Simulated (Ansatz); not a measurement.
# [NH₂···H···SiH₃], doublet along the distance N1-H4

Starting geometry:

```xyz
8

N    -1.8600   -0.0118   -0.0184
H    -2.1573    0.9560   -0.0184
H    -2.1573   -0.4141    0.8618
H    -0.8476   -0.0118   -0.0184
Si    0.9610   -0.0118   -0.0184
H     1.4109   -1.4281   -0.0184
H     1.4109    0.6963   -1.2449
H     1.4110    0.6963    1.2081
```

From there H4 is moved from one fragment to the other while all else, the fragments' distance too, stays fixed; atoms are numbered as listed. Energies are in kJ/mol, counted from the starting geometry at the same level.

Basis cc-pVDZ; Ansatz 0.2.0. Only valence electrons are correlated (noble-gas cores frozen). Prefix R: restricted or restricted open-shell reference; prefix U: unrestricted.

Full CI isn't at hand for all of this; UCCSDT(Q) serves as the reference, and is uncertain by about the last step of the cluster series. The frozen core follows each run's orbitals, which can shift R against U totals by a few meV.

| distance N1-H4 (Å) | UCCSDT(Q) | error RHF | error UHF | error UCCSD | error BCCD(T) | error UCCSDT | error RCCSDT(Q) |
| --- | --- | --- | --- | --- | --- | --- | --- |
| 1.012 | 0.0 | 0.0 | 0.0 | 0.0 | 0.0 | 0.0 | 0.0 |
| 1.065 | 2.8 | 7.4 | 5.0 | 0.7 | 0.1 | 0.1 | 0.0 |
| 1.170 | 23.9 | 20.4 | 9.8 | 1.9 | 0.4 | 0.2 | 0.0 |
| 1.276 | 48.7 | 18.5 | 3.2 | 1.8 | 0.4 | 0.1 | 0.0 |
| 1.381 | 70.9 | -1.6 | -11.7 | 0.4 | 0.3 | -0.1 | 0.0 |

Errors are those of relative energies. In total energy the starting point itself misses UCCSDT(Q) by: RHF 907.1, UHF 898.4, UCCSD 22.8, BCCD(T) 3.7, UCCSDT 1.2, RCCSDT(Q) 0.1 kJ/mol.

Spread of the error over the points with a reference, to 1.381 Å (largest less smallest): RCCSDT(Q) 0.0, UCCSDT 0.3, BCCD(T) 0.4, UCCSD 1.9, UHF 21.5, RHF 22.0 kJ/mol.
